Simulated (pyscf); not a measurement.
Thermochemistry of product channels of `[SiH3][AsH2]` + `[SiH2]` [singlet] on the singlet surface, in kcal/mol, from CCSD(T)/def2-TZVPP + ΔMP2(QZVPP) energies (ideal gas, 1 atm, RRHO with modes under 100 cm⁻¹ raised to 100, one conformer, R ln 2 for chiral ones without a mode under 150 cm⁻¹). Single points on ωB97X-D3(BJ)/def2-SVP structures (PySCF, gas phase). MP2 and CC: frozen core, UHF for open shells. ΔMP2 is the change of the MP2 total energy from the triple- to the quadruple-zeta basis.

```tsv
products	ΔE	ΔH(298 K)	ΔG(600 K)	ΔG(900 K)
`[AsH3]` + `[SiH][SiH3]` [singlet]	+5.4	+5.7	+4.8	+4.3
`[SiH3][SiH2][AsH2]`	-57.5	-54.8	-34.1	-24.2
```

These are energies of the channels, which say nothing of barriers. H₃Si–SiH₂–AsH₂ lies 7.4 kcal/mol over its isomer H₃Si–AsH–SiH₃ (electronic energy, ωB97M-D3(BJ)/def2-TZVP). The CCSD(T) − MP2 part came from Ansatz, without density fitting, on the same reference. The frozen core leaves the outer d or s,p core shells of the metals and heavy elements correlated in the MP2 and CC values, and def2-TZVPP describes them poorly, which can shift differences by a few kcal/mol. Elements up to Kr have no core potential and no relativistic terms here.
